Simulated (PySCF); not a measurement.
Gas-phase reaction: HBNH + 3 H → BH₂ + NH₃

Energies from PySCF (xtb for GFN2), thermal terms from the rigid-rotor harmonic-oscillator model, ideal gas at 1 bar. S°(298 K) at PBE0/def2-TZVP differs from the NASA 1993 table for BH₂ (+14 J/mol/K); whether the harmonic model or the table's entry is off was not settled. † marks an energy on the PBE0/def2-TZVP geometry and frequencies; other levels use their own. MP2 and CCSD(T) freeze the core. Open shells (unrestricted): H (multiplicity 2), BH₂ (multiplicity 2); the rest are closed-shell singlets. GFN2 has no spin-polarisation term. B3LYP is the form with VWN-RPA correlation. HBNH: computed as isolated molecules; such fragments, hydroxides, amides, oligomers or adducts are transient or little studied in the gas. MP2 isn't extrapolated to the basis-set limit; its ΔH°(298 K) is -337.8 kJ in def2-SVP and -384.3 kJ in def2-TZVPP. CCSD(T) isn't extrapolated to the basis-set limit; its ΔH°(298 K) is -377.0 kJ in def2-SVP and -424.0 kJ in def2-TZVPP. The harmonic model lacks anharmonicity and excited electronic states, which grow with temperature; levels with a mode under 35 cm⁻¹ are left out.

```csv
level,"ΔE electronic, kJ","ΔH°(298 K), kJ","ΔS°(298 K), J/K","ΔG°(600 K), kJ"
B3LYP/def2-TZVP†,-479,-426,-168,-321
BLYP/def2-TZVP†,-459,-406,-168,-301
CCSD(T)/def2-SVP†,-430,-377,-168,-272
GFN2-xTB,-535,-483,-170,-376
MP2/def2-SVP†,-391,-338,-168,-233
MP2/def2-TZVPP†,-437,-384,-168,-279
PBE/def2-TZVP†,-445,-392,-168,-287
PBE0/def2-QZVP†,-470,-417,-168,-312
PBE0/def2-SVP†,-442,-389,-168,-284
PBE0/def2-TZVP,-464,-411,-168,-306
ωB97X-V/def2-TZVP†,-474,-421,-168,-315
```
ΔH° is lowest at GFN2-xTB and highest at MP2/def2-SVP†. No reference value is set beside these.
